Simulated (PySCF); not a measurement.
Dissociation curve of SMILES C#N. The C1–H3 bond (C1 also carries N; H3 carries nothing else) is pulled apart rigidly from the PBE0/def2-TZVP optimised geometry.

Levels of theory: RKS-PBE = PySCF with restricted PBE/cc-pVTZ; RCCSD(T) = CCSD(T) on RHF/cc-pVTZ, 2 core orbitals frozen (PySCF); RCCSD = CCSD on RHF/cc-pVTZ, 2 core orbitals frozen (PySCF 2.14.0); UCCSD(T) = CCSD(T) on UHF/cc-pVTZ, 2 core orbitals frozen (PySCF).

Energies relative to the lowest point of each curve near equilibrium, in kJ/mol:

```tsv
R / Å	RKS-PBE	RCCSD(T)	RCCSD
0.79	264.1	258.0	256.7
0.92	58.1	54.2	53.4
0.97	23.9	21.1	20.6
1.03	3.8	2.6	2.4
1.07	0.0	0.0	0.0
1.19	19.5	23.0	23.8
1.24	36.6	41.5	42.8
1.91	351.6	364.9	377.6
2.59	545.6	509.3	559.7
2.88	590.9	513.8	591.0
3.22	626.4	498.8	610.2
3.77	658.5	463.5	623.4
```

Problem. What does UCCSD(T) give at the same points?

Solution. 0.79: 258.0; 0.92: 54.2; 0.97: 21.1; 1.03: 2.6; 1.07: 0.0; 1.19: 23.0; 1.24: 41.5; 1.91: 377.0; 2.59: 537.5; 2.88: 548.2; 3.22: 551.9; 3.77: 553.4 (kJ/mol).

At the longest distance RKS-PBE leaves fractional charges on the fragments, a sign of delocalisation error or of the restricted form. The restricted form behind RKS-PBE keeps the bonding electrons paired and can't separate into open-shell fragments. The T1 diagnostic of CCSD on the restricted reference of RCCSD(T), RCCSD exceeds 0.045 at 2.34 to 3.77 Å. The unrestricted determinant behind UCCSD(T) is spin-contaminated at 1.74 to 3.77 Å (<S²> up to 1.3, against 0.00 for a pure singlet).
